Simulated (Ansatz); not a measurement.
# C2H9NS: the cost of one run

All numbers below are computed with Ansatz 0.2.0 (RKS PBE/STO-3G).

## Step 1: Starting point

Bond lengths: S1–H2 1.324 Å, S1–H3 1.348 Å, C4–N5 1.454 Å, N5–C6 1.455 Å, C4–H7 1.089 Å, C4–H8 1.090 Å, C4–H9 1.099 Å, N5–H10 1.017 Å, C6–H11 1.091 Å, C6–H12 1.089 Å, C6–H13 1.098 Å. Angles (14 of 16 angles, heavy atoms first): C4–N5–C6 112.6°, C4–N5–H10 109.5°, C6–N5–H10 109.7°, N5–C4–H7 109.1°, N5–C4–H8 108.5°, N5–C4–H9 113.0°, N5–C6–H11 108.3°, N5–C6–H12 109.1°, N5–C6–H13 113.0°, H2–S1–H3 92.4°, H7–C4–H8 108.7°, H7–C4–H9 109.0°, H8–C4–H9 108.4°, H11–C6–H12 108.7°.

Structure file:

```xyz
13

S     0.5271    0.5915   -2.7508
H     0.0036   -0.4989   -3.2882
H     0.0748    0.2723   -1.5212
C    -0.4666    1.0985    0.9119
N    -0.4547   -0.1553    0.1767
C     0.5635   -1.0762    0.6576
H    -1.2656    1.7304    0.5272
H     0.4864    1.6021    0.7506
H    -0.6086    0.9611    1.9930
H    -1.3702   -0.5942    0.2390
H     1.5409   -0.6126    0.5143
H     0.5222   -1.9922    0.0697
H     0.4472   -1.3265    1.7205
```

## Step 2: Relaxing the start

Contents of input.yaml:

```yaml
crystal:
  periodic: [false, false, false]
  atoms:
    - { symbol: S, position_ang: [0.5271, 0.5915, -2.7508] }
    - { symbol: H, position_ang: [0.0036, -0.4989, -3.2882] }
    - { symbol: H, position_ang: [0.0748, 0.2723, -1.5212] }
    - { symbol: C, position_ang: [-0.4666, 1.0985, 0.9119] }
    - { symbol: "N", position_ang: [-0.4547, -0.1553, 0.1767] }
    - { symbol: C, position_ang: [0.5635, -1.0762, 0.6576] }
    - { symbol: H, position_ang: [-1.2656, 1.7304, 0.5272] }
    - { symbol: H, position_ang: [0.4864, 1.6021, 0.7506] }
    - { symbol: H, position_ang: [-0.6086, 0.9611, 1.993] }
    - { symbol: H, position_ang: [-1.3702, -0.5942, 0.239] }
    - { symbol: H, position_ang: [1.5409, -0.6126, 0.5143] }
    - { symbol: H, position_ang: [0.5222, -1.9922, 0.0697] }
    - { symbol: H, position_ang: [0.4472, -1.3265, 1.7205] }
basis:
  gaussian: { orbitals: STO-3G }
hamiltonian:
  xc: pbe
relax:
  f_tol: 0.02
  max_steps: 40
scf:
  lower_state_search: "off"
```

The run is started by

```
> ansatz run input.yaml --threads 1 --pin off --max-ram 2048MiB --backend cpu --events-out ev --progress --plain --runs-dir out
```

Q: Estimate wall time and peak memory on 1 thread of Intel Xeon Platinum 8488C (Sapphire Rapids), shared host.

About 9.5 s, with a peak of 0.14 GiB.
